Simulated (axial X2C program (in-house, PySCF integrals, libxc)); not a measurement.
## Testing model relations on SiC⁺

A bond curve at the PBE0 level, with spin–orbit coupling, was computed with an in-house relativistic program for diatomic molecules (basis Si dyall-v3z [8s7p2d1f], C dyall-v3z [7s6p2d1f] (cores contracted in-house)) for the state Ω = 3/2 (⟨Sz⟩ = 1.50, ⟨Lz⟩ = 0.00 at PBE0). Its fit gives Re = 1.8225 Å, ωe = 836.5 cm⁻¹, ωexe = 5.04 cm⁻¹ and αe = 5.115e-03 cm⁻¹; the masses are 27.9769 and 12.0000 u. Two-component means X2C with spin–orbit coupling and atomic mean-field Coulomb and Gaunt terms.

Question: Find the reduced mass, Be and the force constant.

Answer: From the PBE0 values: μ = 8.3979 u. Be = 16.8576/(μ Re²) = 0.6044 cm⁻¹. k = 5.8918×10⁻⁷ μ ωe² = 3.46 mdyn/Å.

Question: Where do the fundamental and the first overtone lie?

Answer: ν(1←0) = ωe − 2ωexe = 826.4 cm⁻¹; ν(2←0) = 2ωe − 6ωexe = 1642.8 cm⁻¹.

Question: Estimate the centrifugal constant by the Kratzer relation.

Answer: D = 4Be³/ωe² = 1.26e-06 cm⁻¹.

Question: Estimate De from a Morse curve and compare with the computed well depth of 3.768 eV to Si+ + C.

Answer: De(Morse) = ωe²/(4ωexe) = 4.303 eV against 3.768 eV computed, a ratio of 1.14. For De the Morse form works well here.

Question: A Morse curve ties αe to the other constants (Pekeris). How well does that hold?

Answer: αe(Morse) = 6Be²/ωe × (√(ωexe/Be) − 1) = 4.946e-03 cm⁻¹; the PBE0 curve gives 5.115e-03 cm⁻¹, a ratio of 0.97.

The state is a single determinant with fixed occupations, the lowest that a limited PBE0 search found. Dissociation energies refer to the lowest single-determinant-based atoms at the same level and basis. Density functionals use the spin component along the axis (collinear). The 2c atoms are single determinants rather than J levels; their spin–orbit lowering is only partly caught, and De is too large by that part. This holds for PBE0. Without a current term, density functionals place determinants with orbital angular momentum somewhat too high. With several unpaired electrons one determinant need not be a pure state. This is the top spin component of a Σ state; components of lower Ω are not single determinants and can lie lower.
